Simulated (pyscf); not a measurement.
F–CH•–CH₂–C(F)(F)–F (SMILES F[CH]CC(F)(F)F) -> H₂C=CH–F (SMILES C=CF) + F–C•(F)–F (SMILES F[C](F)F), a bond scission (doublet surface; C–C broken, none formed). Single points on ωB97X-D3(BJ)/def2-SVP structures (PySCF, gas phase). Energies in kJ/mol from the reactant's lowest minimum found.

Small-basis levels: PySCF, no dispersion term, spherical d functions. Open shells are spin-unrestricted. 

Task: Quick MP2/6-31G* single points give ΔE‡ = 196.0 kJ/mol and ΔE = +158.9 kJ/mol. What does ωB97M-D3(BJ)/def2-TZVP give, and how far is the quick result from it?

Result: ωB97M-D3(BJ)/def2-TZVP gives ΔE‡ = 155.0 kJ/mol and ΔE = +147.5 kJ/mol. MP2/6-31G* lies 40.9 kJ/mol over it in the barrier and 11.4 kJ/mol over it in the reaction energy, so on this step it does not hold to within 12.6 kJ/mol. ωB97M-D3(BJ)/def2-TZVP has limits of its own. One saddle was located; it need not be the lowest between these sides.
